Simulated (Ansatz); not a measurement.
# Worked example: H2Si–GeH, quartet against H$_{2}$Si–GeH, doublet

Geometry (PBE0/def2-TZVP stationary point of a doublet), kept for both states (H2Si–GeH, doublet: A''; H2Si–GeH, quartet: A'):

```xyz
5

Si    0.0000    0.0181    1.6516
Ge    0.0000   -0.0284   -0.7002
H     0.0000    1.1857    2.5806
H     0.0000   -1.2094    2.4992
H     0.0000    1.5656   -0.6371
```

Basis cc-pVTZ; Ansatz 0.2.0. Only valence electrons are correlated (noble-gas cores and the filled d shells of p-block atoms frozen). Prefix R: restricted or restricted open-shell reference; prefix U: unrestricted. No spin–orbit coupling is included, and no scalar relativity.

Full CI isn't at hand for all of this; UCCSDT(Q) serves as the reference, and is uncertain by about the last step of the cluster series.

```
    level  E(H2Si–GeH, doublet) (hartree)  E(H2Si–GeH, quartet) (hartree)
      UHF                    -2366.029698                    -2365.967106
     UMP2                    -2366.235405                    -2366.150646
 UCCSD(T)                    -2366.284867                    -2366.197584
      PBE                    -2367.804851                    -2367.713433
   r2SCAN                    -2368.234415                    -2368.150590
UCCSDT(Q)                    -2366.287018                    -2366.199535
```

Q: Give the vertical gap, H2Si–GeH quartet less H2Si–GeH doublet, at each level in eV (1 hartree = 27.2114 eV), and each error against UCCSDT(Q).

A: UCCSDT(Q): (-2366.199535 − (-2366.287018)) × 27.2114 = 2.381 eV (the reference)
r2SCAN: (-2368.150590 − (-2368.234415)) × 27.2114 = 2.281 eV, error -0.100 eV
PBE: (-2367.713433 − (-2367.804851)) × 27.2114 = 2.488 eV, error 0.107 eV
UCCSD(T): (-2366.197584 − (-2366.284867)) × 27.2114 = 2.375 eV, error -0.006 eV
UMP2: (-2366.150646 − (-2366.235405)) × 27.2114 = 2.306 eV, error -0.075 eV
UHF: (-2365.967106 − (-2366.029698)) × 27.2114 = 1.703 eV, error -0.678 eV

Total energies of functionals can't be set beside those of wave-function methods, since they hold the core's correlation and their own absolute errors; only the differences compare.

Each level lands on the state that its own search finds. T1 diagnostics of restricted CCSD: 0.019 and 0.026.
